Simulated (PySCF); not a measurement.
# How exact exchange moves a shielding

Molecule: `CCC(C)(C)Cl`, C₅H₁₁Cl.

Geometry:
```
atom   x (Å)   y (Å)   z (Å)
  C1   0.916  -1.793   0.502
  C2   0.978  -0.400  -0.100
  C3  -0.215   0.515   0.181
  C4  -0.007   1.876  -0.463
  C5  -1.545  -0.094  -0.230
 Cl6  -0.289   0.796   1.990
  H7   1.851  -2.338   0.309
  H8   0.773  -1.738   1.592
  H9   0.094  -2.391   0.081
 H10   1.885   0.118   0.252
 H11   1.071  -0.469  -1.199
 H12   0.030   1.767  -1.559
 H13  -0.830   2.558  -0.209
 H14   0.936   2.329  -0.126
 H15  -1.743  -1.030   0.308
 H16  -1.537  -0.307  -1.311
 H17  -2.369   0.602  -0.019
```

GIAO shieldings (ppm, equivalent atoms averaged) in PySCF on the PBE0-D3(BJ)/def2-SVP geometry, basis pcSseg-1, gas phase, non-relativistic:

| functional | exact exchange (%) | σ(C3) | σ(C2) | σ(Cl6) |
| --- | --- | --- | --- | --- |
| BLYP | 0 | 95.2 | 131.1 | 659.3 |
| BP86 | 0 | 100.8 | 136.6 | 669.7 |
| PBE | 0 | 101.9 | 137.0 | 671.0 |
| B3LYP | 20 | 102.0 | 136.8 | 690.2 |
| PBE0 | 25 | 109.8 | 143.4 | 708.8 |
| mPW1PW91 | 25 | 108.8 | 142.7 | 708.1 |
| HF | 100 | 125.1 | 154.5 | 806.0 |

Q: Fit each shielding as a line in the percentage of exact exchange.

A: σ(C3) = 99.9 + 0.26 x (rms 2.8 ppm); σ(C2) = 135.5 + 0.20 x (rms 2.5 ppm); σ(Cl6) = 667.9 + 1.40 x (rms 5.1 ppm). The functionals also differ in their semilocal parts, which the line can't hold; Hartree–Fock has no correlation at all.

Q: What does the line predict for BHandHLYP (50 %), and what does the run give?

A: σ(C3): 112.9 predicted, 110.9 computed; σ(C2): 145.5 predicted, 143.8 computed; σ(Cl6): 737.9 predicted, 734.3 computed ppm.
